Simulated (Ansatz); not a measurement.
# AlPH (quartet): the correlation ladder at distance P2–H3 = 1.710 Å, 6-31G

How much of the correlation energy of AlPH (quartet) does each wave-function method recover here?

The runs use Ansatz 0.2.0, Gaussian basis; 6-31G, core rule «outside noble gas», up to 10 orbitals frozen.

The runs, in order: UHF; CCSD(T) on ROHF; CCSD(T) on UHF; BCCD(T) on ROHF; CISD; CCSDT(Q) on ROHF; CCSDT(Q) on UHF; CCSDTQ on ROHF; CASSCF and MRCISD+Q, 5 electrons in 5 orbitals; CASSCF and NEVPT2, 5 electrons in 5 orbitals; CASSCF and MRCISD+Q, 9 electrons in 9 orbitals; CASSCF and NEVPT2, 9 electrons in 9 orbitals; Full CI.

12 further runs of the same task are left out: 10 that didn't finish, 2 set aside as unsound or not needed.

### 1 The system

The geometry derives from a PBE0/def2-TZVP stationary point (not a proven minimum). One bond is set to the value named and the two fragments are kept rigid.

3 atoms, charge 0, spin multiplicity 4.

Atoms are counted from 1 here; the program's logs count them from 0.

Bond lengths: Al1–P2 2.392 Å.

### 2 UHF

in.yaml

```yaml
crystal:
  periodic: [false, false, false]
  atoms:
    - {symbol: Al, position_ang: [0.000000, 0.030145, 1.301472]}
    - {symbol: P, position_ang: [0.000000, -0.078342, -1.087747]}
    - {symbol: H, position_ang: [0.000000, 1.600469, -1.412854]}
basis:
  gaussian: {orbitals: 6-31G}
magnetization: {spin_polarized: true, initial_magnetization: 3}
hamiltonian: {xc: hf}
output: {orbitals: {seedname: orbitals}}
```

Launch:

```bash
$ ansatz run in.yaml --threads 1 --pin off --events-out ev --progress --plain --max-ram 2393MiB
```

After this run come: CCSD(T) on ROHF; CCSD(T) on UHF; BCCD(T) on ROHF; CISD; CCSDT(Q) on ROHF; CCSDT(Q) on UHF; CCSDTQ on ROHF; CASSCF and MRCISD+Q, 5 electrons in 5 orbitals; CASSCF and NEVPT2, 5 electrons in 5 orbitals; CASSCF and MRCISD+Q, 9 electrons in 9 orbitals; CASSCF and NEVPT2, 9 electrons in 9 orbitals; Full CI.

Q: Predict the results of all the runs planned. Wanted: FCI below the RHF energy; RMP2 from FCI; UMP2 from FCI; RCCSD from FCI; RCCSD(T) from FCI; UCCSD(T) from FCI; RCCSDT(Q) from FCI; UCCSDT(Q) from FCI; NEVPT2 pair from FCI.

The runs gave:

```
                         quantity                                                                                                                        value
         FCI below the RHF energy                                                                                                                   -2.4621 eV
                    RMP2 from FCI                                                                                                                   +769.8 meV
                    UMP2 from FCI                                                                                                                   +764.1 meV
                   RCCSD from FCI                                                                                                                    +82.6 meV
                RCCSD(T) from FCI                                                                                                                    +24.5 meV
                UCCSD(T) from FCI                                                                                                                    +24.0 meV
               RCCSDT(Q) from FCI                                                                                                                     +1.1 meV
               UCCSDT(Q) from FCI                                                                                                                     +0.5 meV
             NEVPT2 pair from FCI                                                                                                                   +536.1 meV
           MRCISD+Q pair from FCI                                                                                                                    +14.8 meV
          NEVPT2 valence from FCI                                                                                                                   +237.1 meV
levels within 1 kcal/mol (43 meV)  RCCSD(T), UCCSD(T), BCCD(T), RCCSDT, UCCSDT, RCCSDT(Q), UCCSDT(Q), RCCSDTQ, MRCISD+Q pair, MRCISD valence, MRCISD+Q valence
                    T1 diagnostic                                                                                                                        0.041
   effectively unpaired electrons                                                                                                                         3.07
```

RCCSD(T) lands +24.5 meV from the yardstick (1.0 % of the correlation energy). The occupations are near whole numbers, but T1 = 0.041 shows that the orbitals relax strongly. Of the multireference levels listed MRCISD+Q valence comes nearest in total energy (+8.8 meV), which doesn't show that its space is the better one. These misses are within one basis, not against nature; the frozen cores of restricted and unrestricted runs differ, which can shift their rows.
